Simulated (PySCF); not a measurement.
Reaction (SMILES): FCF + 2 [H][H] (H2) → C (CH4) + 2 F (HF)
B3LYP-D3(BJ)/def2-TZVP geometries, fixed; electronic energies without zero-point terms.
Largest species:
```xyz
5

C      0.0044     0.0053     0.5043
F     -0.0170     1.1024    -0.3021
F      0.0119    -1.1085    -0.2792
H     -0.9025    -0.0002     1.1113
H      0.9218     0.0234     1.0951
```
Charge 0, spin multiplicity 1.

Effect of the SCF energy threshold at PBE0/aug-cc-pVTZ with PySCF, against the last row, where the energy of full hydrogenation is -45.98 kcal/mol.

```csv
setting,"SCF cycles, largest species",largest shift of a total energy (mEh),shift of the energy of full hydrogenation (kcal/mol)
conv_tol: 1e-4,4,0.013,-0.006
conv_tol: 1e-5,6,0.000,0.000
conv_tol: 1e-6,7,0.000,0.000
conv_tol: 1e-7,7,0.000,0.000
conv_tol: 1e-11,9,0.000,0.000
```

Within 0.02 kcal/mol in the energy of full hydrogenation: conv_tol: 1e-4; conv_tol: 1e-5; conv_tol: 1e-6; conv_tol: 1e-7. The largest shift is 0.013 mEh in a total energy and 0.006 kcal/mol in the difference.
